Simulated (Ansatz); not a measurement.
Task: Name a neutral molecule of C, F, N and H with HOMO–LUMO gap (ωB97M-V/def2-TZVPP) between 11.95 and 12.25 eV and HOMO–LUMO gap (PBE0/def2-TZVPP) between 7.35 and 7.65 eV (Ansatz, PBE0-D4/def2-TZVP geometry).

Result: `CC(F)C=N` (12.04 eV, 7.44 eV); `C=NCF` (12.02 eV, 7.40 eV); `NC1(F)C=C1` (11.95 eV, 7.36 eV); `N=C(CF)CF` (12.16 eV, 7.52 eV). Other molecules can fit too; these were computed, each in one conformer that needn't be the lowest.
